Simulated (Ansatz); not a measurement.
# GeH₂, singlet in cc-pVDZ: errors against full CI

Geometry: a point of a breathe scan, not a stationary point.

```xyz
3

Ge    0.0000   -0.0386    0.0000
H     0.0000    1.3905   -1.4452
H     0.0000    1.3905    1.4452
```

Basis cc-pVDZ; Ansatz 0.2.0. Correlated methods freeze the noble-gas cores and the filled d shells of p-block atoms, which leaves 6 electrons in 23 orbitals. Prefix R: restricted or restricted open-shell reference. Active spaces: pair = (2e, 2o) about the gap; valence = (6e, 6o) chosen from the atoms' valence shells. No spin–orbit coupling is included, and no scalar relativity.

Full CI is exact within this basis and frozen core; it isn't the basis-set limit.

- UHF ⟨S²⟩: 0.000
- T1 diagnostic (RCCSD): 0.0221
- largest doubles amplitude (RCCSD): 0.090

Problem. From what is known of these methods and the diagnostics, rank them by the size of their error in total energy against full CI in cc-pVDZ, smallest first (an estimate: the text doesn't fix the numbers).
A. RCCSDTQ
B. CASSCF (valence space)
C. RCCSD
D. NEVPT2 (pair space)
E. CISD

Solution. A (0 meV), C (110 meV), E (292 meV), D (799 meV), B (1536 meV).

All errors are against full CI in cc-pVDZ. Below it: RCCSDTQ. Within each family the higher level lies nearer, as is usual though not guaranteed.

The full-CI state has the irrep A1 of C2v, in the program's axes.

Natural occupations of full CI about the gap: 1.945 1.905 1.885 0.086 0.078 0.046 0.009 0.009 0.006 0.006; effectively unpaired electrons, Σ n²(2−n)², 0.15.
